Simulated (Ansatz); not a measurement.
`N=C=CF`, 6 atoms. The species carries charge 0 and has multiplicity 1. All runs use 2 threads of an Intel Xeon 6975P-C on a shared host. Correlated methods freeze the cores. Open-shell runs search over several starts.

Problem. Give the basis size and wall time and peak host memory of each of these runs in Ansatz. RKS BHLYP-D4/def2-TZVPP energy; UKS B3LYP-D4/def2-TZVPP energy of the cation; UKS ωB97M-V/def2-TZVPP energy of the cation; UHF-MP2/def2-QZVPP energy of the cation; UKS r2SCAN-D4/def2-TZVPP energy of the cation; RHF-CCSD(T)/def2-TZVPP energy; UKS PBE0-D4/def2-TZVPP energy of the cation; UKS B2PLYP (frozen core)/def2-TZVPP energy of the cation; RKS revPBE-D4/def2-TZVPP energy; RKS PBE0-D4/def2-QZVPP energy; RKS ωB97M-V/def2-SVP energy; RKS PBE0-D4/def2-TZVP frequencies. (Best estimate.)

Solution. The calculation gave: Other jobs shared the machine, so times are rough.

```csv
level,job,functions,wall time,peak host memory (GiB)
RKS revPBE-D4/def2-TZVPP,energy,152,0.75 s,0.14
RKS BHLYP-D4/def2-TZVPP,energy,152,1.1 s,0.26
RKS ωB97M-V/def2-SVP,energy,66,1.2 s,0.16
UKS B3LYP-D4/def2-TZVPP,energy of the cation,152,1.7 s,0.3
UKS PBE0-D4/def2-TZVPP,energy of the cation,152,1.9 s,0.29
RKS PBE0-D4/def2-QZVPP,energy,288,2.2 s,0.59
UKS r2SCAN-D4/def2-TZVPP,energy of the cation,152,2.4 s,0.28
UKS B2PLYP (frozen core)/def2-TZVPP,energy of the cation,152,3.1 s,0.31
UKS ωB97M-V/def2-TZVPP,energy of the cation,152,4.1 s,0.43
RHF-CCSD(T)/def2-TZVPP,energy,152,8.5 s,1.2
UHF-MP2/def2-QZVPP,energy of the cation,288,16 s,0.92
RKS PBE0-D4/def2-TZVP,frequencies,136,27 s,0.22
```

B3LYP here is the variant with VWN-RPA as its local correlation; programs differ in this.
